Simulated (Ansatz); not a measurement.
C2H3FO2 (`O=COCF`). Total charge 0; spin multiplicity 1.

```csv
atom,x (Å),y (Å),z (Å)
O1,0.6907,-0.0528,1.6620
C2,-0.0426,0.7158,1.1134
O3,-0.4675,0.6067,-0.1460
C4,0.0173,-0.5228,-0.8455
F5,-0.5066,-0.4390,-2.0859
H6,-0.4712,1.6202,1.5664
H7,1.1075,-0.4888,-0.9027
H8,-0.3275,-1.4394,-0.3616
```

**Question.** What are the harmonic wavenumbers in cm⁻¹ at PBE0-D4/def2-TZVP (Ansatz, finite differences of forces, unscaled)? (An estimate is asked.)

**Answer.** Computed: 47, 226, 333, 455, 805, 1014, 1048, 1158, 1169, 1246, 1267, 1401, 1443, 1524, 1830, 3069, 3072, 3138.

**Question.** Is this a minimum?

**Answer.** Yes, all 18 modes are real.

**Question.** Give the ideal-gas thermochemistry at 298.15 K and 1 bar (rigid rotor, harmonic oscillator; point group Cs, symmetry number 1).

**Answer.** Zero-point energy 145.0 kJ/mol; H(298) − E = 160.8 kJ/mol; entropy 307.8 J/(mol·K), of which translation 163.2, rotation 105.1, vibration 39.5; G(298) − E = 69.0 kJ/mol. Modes under 100 cm⁻¹ are hindered rotations or soft bends, so the harmonic entropy is rough.

**Question.** And at 400, 500, 600, 800 and 1000 K?

**Answer.** 
| T (K) | H − E (kJ/mol) | S (J/mol/K) | G − E (kJ/mol) |
| --- | --- | --- | --- |
| 400 | 168.8 | 330.9 | 36.5 |
| 500 | 178.1 | 351.6 | 2.3 |
| 600 | 188.7 | 370.9 | -33.8 |
| 800 | 212.9 | 405.5 | -111.5 |
| 1000 | 240.0 | 435.7 | -195.7 |
